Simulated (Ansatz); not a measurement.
Reactions of C4H10N2, SMILES `CN=C(C)NC`.

Computed with Ansatz on PBE0-D4/def2-TZVP structures; ΔE is electronic, products minus reactants. CCSD(T)/CBS is the MP2 limit (def2-TZVPP, def2-QZVPP) plus CCSD(T) − MP2 in def2-TZVPP, frozen cores. This one scheme is used for every species. Double bonds are as drawn, so ΔE can hold a change between cis and trans. DFT in def2-TZVPP. B3LYP here is the variant with VWN-RPA as its local correlation; programs differ in this. Triplets are unrestricted, without spin–orbit coupling. Each species was taken in one conformer, which may not be the lowest.

```json
{"reaction": "`C/N=C(\\C)NC` + HCl → `C/N=C(/C)Cl` + CH₃NH₂", "PBE-D4 (kJ/mol)": "21", "B3LYP-D4 (kJ/mol)": "25"}
{"reaction": "`C/N=C(\\C)NC` → `[CH2]` (triplet) + `C/N=C(\\C)N`", "PBE-D4 (kJ/mol)": "420", "B3LYP-D4 (kJ/mol)": "407"}
{"reaction": "`C/N=C(\\C)NC` → `[CH2]` (triplet) + `CNC(C)=N`", "PBE-D4 (kJ/mol)": "412", "B3LYP-D4 (kJ/mol)": "398"}
{"reaction": "`C/N=C(\\C)NC` + `OC(O)Cl` → `COC(O)Cl` + `C/N=C(\\C)N`", "PBE-D4 (kJ/mol)": "19", "B3LYP-D4 (kJ/mol)": "16"}
```

Task: Give the CCSD(T)/CBS values in the same order. (Best estimate.)

Result: Computed: 26, 412, 402, 18 kJ/mol.

Largest T1 diagnostic: 0.012, for `C/N=C(\C)N`.
